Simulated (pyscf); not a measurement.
This saddle point was located with ωB97X-D3(BJ)/def2-SVP in PySCF.

```
O
H 1 1.3055
O 2 1.1210 1 159.84
H 3 0.9692 2 107.68 1 99.27
H 3 1.0568 4 105.40 2 93.33
F 5 1.3603 3 152.69 4 -97.34
Si 1 1.7037 2 124.18 3 -174.61
Si 1 1.7814 2 116.92 3 -6.18
O 8 1.6719 1 112.68 2 -72.24
Si 9 1.6600 8 130.19 1 73.82
H 7 1.4831 1 110.79 2 -127.91
H 7 1.4835 11 111.82 1 124.37
H 8 1.4857 9 123.65 10 -87.65
H 10 1.4867 9 113.72 8 67.29
H 10 1.4890 14 109.03 9 -119.84
H 7 1.4913 11 109.83 12 121.86
H 10 1.5025 14 108.94 15 -116.21
H 8 1.5209 13 99.15 6 -173.34
```
Charge 0, spin multiplicity 1.

Surface: singlet, charge 0. Lowest wavenumbers (cm⁻¹): 464i, 39, 70, 92, 137.

Problem. What reaction is this the transition state of?

Solution. H₃Si–O–SiH₂–O–SiH₃ + hydrogen fluoride (HF) + water (H₂O) <-> F–SiH₂–O–SiH₃ + silanol (HO–SiH₃) + water (H₂O), a multi-bond step read from left to right: O–Si, F–H, H–O broken and F–Si, H–O, H–O formed. At ωB97M-D3(BJ)/def2-TZVP it lies -0.7 kcal/mol from the left side and +5.8 kcal/mol from the right (each side as separated species at their lowest minima found). On the reactant side the descent ends in a bound adduct (not fully relaxed), 17.4 kcal/mol under the separated species and 17.0 kcal/mol under the saddle at ωB97X-D3(BJ)/def2-TZVP. On the product side the descent ends in an adduct with a O–Si contact, 1.6 kcal/mol under the separated species and 5.8 kcal/mol under the saddle at ωB97X-D3(BJ)/def2-TZVP. At ωB97M-D3(BJ) the saddle lies under the separated reactants, which points to a path from their complex (located at ωB97X-D3(BJ) alone). What is counted as broken (O–Si) persists as a longer contact in the product adduct; parting that adduct is a step of its own. This is the saddle that the search found; another between the same sides may lie lower.
